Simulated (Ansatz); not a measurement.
Compare A (`C=CCC(F)S`) with its isomer B (`CC(C)(F)C=S`).

Program: Ansatz. Geometries: PBE0-D4/def2-TZVP. ΔE: electronic, gas phase. CCSD(T)/CBS adds triple-zeta CCSD(T) − MP2 to the extrapolated MP2 energy (def2 sets, frozen cores). Functionals use def2-TZVPP. B3LYP here is the variant with VWN-RPA as its local correlation; programs differ in this. Each species was taken in one conformer, which may not be the lowest.

(1) Which isomer does CCSD(T)/CBS put lower? Give the gap. (Best estimate.)

(2) Give E(B) − E(A) in kcal/mol with B3LYP, r2SCAN-D4, ωB97M-V, HF/def2-TZVPP, MP2/def2-TZVPP, CCSD(T)/def2-TZVPP, B2PLYP. (Estimate.)

Largest T1 diagnostic: 0.013.

Results:

(1) The calculation gave: B, by 6.0 kcal/mol.

(2) The calculation gave: B3LYP -5.0, r2SCAN-D4 -6.2, ωB97M-V -5.3, HF/def2-TZVPP -4.1, MP2/def2-TZVPP -7.6, CCSD(T)/def2-TZVPP -6.6, B2PLYP -6.2. None reverses the order clearly.

In def2-TZVPP, CCSD(T) changes the Hartree–Fock value by −2.5 kcal/mol (the triples alone add −0.7 kcal/mol) and MP2 by −3.5 kcal/mol.
